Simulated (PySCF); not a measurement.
Compound: propynal, C3H2O.
SMILES with atom numbers: `[CH:1]#[C:2][CH:3]=[O:4]` (hydrogens: H5 on C1; H6 on C3)

Level of theory: CAM-B3LYP/6-31+G* geometry optimisation, gas phase (PySCF 2.14.0).

**Question.** Give the optimised bond lengths and angles.

**Answer.** 
| bond | length (bohr) |
| --- | --- |
| C1≡C2 | 2.278 |
| C2–C3 | 2.739 |
| C3=O4 | 2.287 |
| C1–H5 | 2.019 |
| C3–H6 | 2.086 |

A selection of angles:
| angle | degrees |
| --- | --- |
| C2–C1–H5 | 179.1 |
| C1–C2–C3 | 177.9 |
| C2–C3–O4 | 123.7 |
| C2–C3–H6 | 115.1 |
| O4–C3–H6 | 121.1 |

The 4 heavy atoms lie in one plane (0.000 Å rms). The 2 C–C bonds span 1.205 Å (C1≡C2, drawn triple) to 1.449 Å (C2–C3, drawn single), a spread of 0.244 Å.

Point group: Cs (tolerance 0.08 Å). Stationary, but not proved a minimum.

The run took 13 s wall on an Arm Neoverse V1 with one thread, shared host, and the process peaked at 0.37 GiB of memory. This is the geometry optimisation.
